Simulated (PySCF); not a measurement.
# Spin states of BP⁻

Unrestricted PBE0; basis B aug-cc-pVDZ-DK, P aug-cc-pVDZ-DK; spin-free X2C with a Gaussian nucleus; PySCF 2.14. Outer shells of the fragments: B 2s2 2p1; P− 3s2 3p4.

Followed along the bond (rough minima from three points):

| 2Ms+1 | unpaired | ⟨S²⟩ at the start | R at minimum (Å) | Te (eV) |
| --- | --- | --- | --- | --- |
| 2 | σ ↑ | 0.79 | 1.71 | 0.00 |
| 2 | π ↑ | 0.76 | 1.84 | 0.82 |

Solutions found at the starting distance of 1.980 Å, counted from the lowest of them; the search is not exhaustive and high or unbound solutions are not listed, so other states can lie among these:

| 2Ms+1 | unpaired | term | E (eV) | ⟨S²⟩ | ⟨Lz²⟩ | μ (D) |
| --- | --- | --- | --- | --- | --- | --- |
| 2 | σ ↑ | ²Σ⁺ | 0.00 | 0.79 | 0.00 | 0.90 |
| 2 | π ↑ | ²Π | 0.22 | 0.76 | 1.01 | 3.03 |

A term symbol is given only where ⟨S²⟩ and ⟨Lz²⟩ are close to those of a pure state; real π, δ and φ orbitals otherwise mix terms. A positive dipole points towards P; it is taken about the centre of mass and depends on that origin.

**Question.** Compare the gap between the two lowest followed solutions at the starting distance with the gap between their minima.

**Answer.** At PBE0 the second solution (doublet, unpaired electrons π ↑) lies +0.22 eV from the first (doublet, unpaired electrons σ ↑) at 1.980 Å and +0.82 eV at the minima; the two curves relax by different amounts, since their minima lie near 1.84 and 1.71 Å.
